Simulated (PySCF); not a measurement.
# H₂SO at several levels of theory

All levels use the PBE0 minimum (singlet; S–H 1.382 Å (×2), S–O 1.476 Å; H–S–H 87.1°, H–S–O 108.8° (×2)), basis [S def2-TZVP, O def2-TZVP, H def2-TZVP], no relativity, density fitting, no spin–orbit coupling, PySCF. For vertical energies the ionised species is a doublet (spins chosen at PBE0 and kept). Atomisation goes to high-spin ground-configuration atoms, without zero-point energy. Open shells are unrestricted, also as the reference of the correlated levels. A dash marks a value that was not computed or is not defined at that level.

Z-matrix (Å, degrees; charge 0 multiplicity 1):
```
S
O  1 1.4763
H  1 1.3817 2 108.77
H  1 1.3817 2 108.77 3 -93.42
```

| level | atomisation (kJ/mol) | vertical IP (eV) | −ε(HOMO) (eV) | gap (eV) | dipole (D) |
| --- | --- | --- | --- | --- | --- |
| PBE0 | 1030 | 10.05 | 7.40 | 7.43 | 3.33 |
| HF | 573 | 8.80 | 10.99 | 14.15 | 3.87 |
| MP2 | 1006 | 10.50 | – | – | – |
| PBE | 1087 | 10.03 | 5.94 | 4.92 | 3.08 |
| B3LYP | 1032 | 10.13 | 7.17 | 6.90 | 3.33 |
| r2SCAN | 1054 | 10.02 | 6.23 | 5.59 | 3.19 |
| TPSSh | 1041 | 10.01 | 6.63 | 6.25 | 3.20 |
| PBEsol | 1161 | 10.01 | 5.90 | 4.88 | 3.12 |
| HSE06 | 1026 | 10.05 | 7.00 | 6.64 | 3.34 |
